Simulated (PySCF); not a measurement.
Results of LNO-CCSD(T) in PySCF (GTH pseudopotentials, Gaussian basis) for rock-salt LiH.

The same calculation (at a fixed cell, not relaxed at this level and not confirmed as the measured one, 8.508 Å³/atom) with different numerical settings; throughout: k mesh 2×2×2:

| run | basis | LNO threshold | total energy (eV/atom) | rough time |
|---|---|---|---|---|
| 1 | DZ | 3e-05 | -109.8567 | 30 core-s |
| 2 | DZ | 1e-05 | -109.8577 | 30 core-s |
| 3 | DZ | 3e-06 | -109.8579 | 40 core-s |
| 4 | TZ | 3e-05 | -109.9340 | 100 core-s |
| 5 | TZ | 1e-05 | -109.9330 | 2 core-min |

In the column total energy (eV/atom) the first row differs from the last by +0.0763 and the next to last by -0.0010.

The last row is no converged limit: other settings stay fixed.
